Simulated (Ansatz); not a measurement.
Zinc-blende HgS (metastable phase), treated with RPBE (Ansatz, a first-principles code, plane waves, PAW).

Numerical settings: plane-wave cutoff 520 eV, 10×10×10 k mesh, Fermi–Dirac smearing 0.01 eV, scalar-relativistic PAW data made under PBE.

Computed at the level's own relaxed cell.

Question: Predict the equilibrium volume per atom, bulk modulus, equilibrium lattice constant a and pressure derivative B′ of the bulk modulus.

Answer: 
* **equilibrium volume per atom**: 28.06 Å³/atom
* **bulk modulus**: 43.0 GPa
* **equilibrium lattice constant a**: 6.077 Å
* **pressure derivative B′ of the bulk modulus**: 5.0

The run finds no gap.

Measured, for comparison: equilibrium volume per atom 24.91 Å³/atom, lattice constant a 5.841 Å (295 K, not corrected to a static lattice; as tabulated in Cardona et al. (2009), arXiv:0908.2634). Computed (rounded) less measured: equilibrium volume per atom +12.6 %, lattice constant a +4.0 %.

Note: the cell is over a tenth larger than the published one: the level's own overestimate first of all, though another phase or state, or a fault of the published cell, is possible.

Spin–orbit coupling is not included; it can open a gap where bands touch, and shift volumes and moduli.

Static lattice: no zero-point or thermal effects.
